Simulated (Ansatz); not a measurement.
Input file:

```yaml
crystal:
  periodic: [false, false, false]
  atoms:
    - {symbol: Ga, position_ang: [0.000000, 0.059000, 1.689129]}
    - {symbol: Ge, position_ang: [0.000000, -0.179971, -1.064042]}
    - {symbol: O, position_ang: [0.000000, 0.478168, -2.555792]}
    - {symbol: H, position_ang: [0.000000, 1.298760, 0.408782]}
basis:
  gaussian: {orbitals: STO-3G}
magnetization: {spin_polarized: false, initial_magnetization: 10}
correlation: {method: fic_nevpt4_sd, electrons: outside_noble_gas, active_space: {window: {electrons: 2, orbitals: 3}}}
```

```sh
$ ansatz run in.yaml --threads 1 --pin off --events-out ev --progress --plain --max-ram 2393MiB
```

Question: One thing in this input was set wrong on purpose, beside settings that are merely unusual. What is the gravest fault, and what does the program do?

Answer: Far too many unpaired electrons. How the run ends: stopped by an error.
```
443 factors; integrals over basis functions are off by at most 2.6e-5 eV
mean field evaluation 1: about -109339.0885 eV, gradient 1.0e2 eV
mean field evaluation 2: about -109339.2185 eV, gradient 1.0e2 eV
mean field evaluation 4: about -109538.0356 eV, gradient 3.7e1 eV
mean field evaluation 8: about -109484.2392 eV, gradient 5.6e1 eV
mean field evaluation 16: about -109567.9229 eV, gradient 6.8e-1 eV
mean field evaluation 32: about -109567.9382 eV, gradient 8.5e-3 eV
mean field evaluation 64: about -109567.9350 eV, gradient 3.4e-1 eV
mean field evaluation 96: about -109567.9301 eV, gradient 8.4e-2 eV
mean field evaluation 128: about -109539.2609 eV, gradient 4.2e1 eV
mean field evaluation 160: about -109563.1148 eV, gradient 1.3e1 eV
mean field evaluation 192: about -109566.6896 eV, gradient 9.9e0 eV
mean field -109567.93885960 eV, -4026.5474852739 hartree, gradient 1.8e-6 eV, S^2 30.000000; 14 other end points of the search recorded, 0 dependent functions left out
reference -109567.93885960 eV, -4026.5474852739 hartree; 41, 31 occupied and 1, 11 virtual orbitals, 443 factors
Error: 2 electrons in 3 orbitals form no window around the highest filled level of the reference
```
